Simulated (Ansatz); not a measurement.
A made-up structure of MgNH₂ (charge -1), closed shell:

```
4
angstrom
N -0.0591 -1.1575 0.4203
Mg 0.0705 0.7418 -0.2629
H -0.5332 -2.1463 0.6949
H 0.5218 2.5619 -0.8523
```

It is relaxed with PBE-D4/def2-SVPD and then PBE0-D4/def2-TZVPD (Ansatz 0.2.0). Atoms count as bonded within 1.22 times the sum of their covalent radii (H–H: 0.88 Å). The end point is not checked to be a true minimum.

Question: Does its bonding change? (A judgement: the text doesn't fix the answer.)

Answer: By the calculation: No: no bond forms or breaks.

Where it ends: The first stage lowers the energy by 0.61 eV in 5 steps. It ends as MgNH₂ ([NH][MgH]), total charge -1:
```tsv
atom	x (Å)	y (Å)	z (Å)
N1	-0.0510	-1.0340	0.3759
Mg2	0.0627	0.6622	-0.2347
H3	-0.4778	-1.9154	0.6198
H4	0.4661	2.2873	-0.7609
```

Labels in which every atom is bracketed show which atoms are joined, not bond orders.

For scale, one of the runs: PBE0-D4/def2-TZVPD relaxation, 90 basis functions, launched by `ansatz run in.yaml --threads 2 --pin off --events-out ev --progress --plain --max-ram 4352MiB`. Hardware: 2 CPU threads of an Intel Xeon 6975P-C, shared host. Wall time about 3.6 s.
